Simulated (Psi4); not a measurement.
Psi4 input (wB97X-D/6-311+G**):

```
memory 1500 MB

molecule {
-1 1
C     1.37760322    0.01843291    0.01132496
C     0.10270912    0.44661529   -0.00225393
H     2.05690146    0.90275969    0.01081884
H    -0.21628020    1.51104003   -0.01231293
C    -1.08779556   -0.49380738   -0.00560757
H    -0.72120087   -1.52504187    0.00461626
H    -1.74458285   -0.35197269    0.86878207
H    -1.72993823   -0.36423013   -0.89268502
symmetry c1
no_reorient
no_com
}

set {
  basis 6-311+G**
  reference rks
  scf_type pk
  dft_radial_points 99
  dft_spherical_points 590
  e_convergence 1e-8
  d_convergence 1e-7
  maxiter 150
}

e = energy('wb97x-d')
print_out(f'\nFINAL {e:.10f} DIPOLE {variable("CURRENT DIPOLE")[0]:.6f} {variable("CURRENT DIPOLE")[1]:.6f} {variable("CURRENT DIPOLE")[2]:.6f}\n')
```

Q: Predict the final energy.

A: -117.23238 Eh.
